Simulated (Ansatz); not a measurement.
Stepwise reaction of `[F][AlH][F]` with hydrogen, as a gas-phase model of exchange steps in deposition or etching. ΔE in kJ/mol; ΔG adds harmonic PBE0-D4 terms to CCSD(T)/CBS, at 1 bar.

Isolated molecules relaxed with PBE0-D4/def2-TZVP in Ansatz; ΔE leaves out vibrations. CBS: MP2 limit from def2 TZ/QZ plus the TZ coupled-cluster correction, frozen cores. This one scheme is used for every species. Functionals use def2-TZVPP. B3LYP here is the variant with VWN-RPA as its local correlation; programs differ in this.

| step | reaction | PBE-D4 | B3LYP-D4 | ωB97M-V | CCSD(T)/CBS | ΔG(500 K) |
| --- | --- | --- | --- | --- | --- | --- |
| 1 | `[F][AlH][F]` + H₂ → `[F][AlH2]` + H–F | 164.4 | 171.3 | 169.4 | 169.8 | 167.0 |

Question: Give the row of step 2, `[F][AlH2]` + H₂ → `[AlH3]` + H–F. (Estimate.)

Answer: The calculation gave: 
```json
{"step": "2", "reaction": "`[F][AlH2]` + H₂ → `[AlH3]` + H–F", "PBE-D4": "168.4", "B3LYP-D4": "175.4", "ωB97M-V": "173.5", "CCSD(T)/CBS": "173.0", "ΔG(500 K)": "174.5"}
```

Question: By hand: ΔE of the 2 steps together at CCSD(T)/CBS.

Answer: (169.8) + (173.0) = 342.8 kJ/mol, or 171.4 kJ/mol a step.

In ΔE the steps differ by no more than 3.2 kJ/mol. All are uphill at CCSD(T)/CBS. ΔG lies between 167.0 and 174.5 kJ/mol a step. PBE-D4 differs from CCSD(T)/CBS by -5.4 to -4.6 kJ/mol a step. Isolated molecules leave out the surface, adducts and barriers. Largest T1 diagnostic: 0.013.
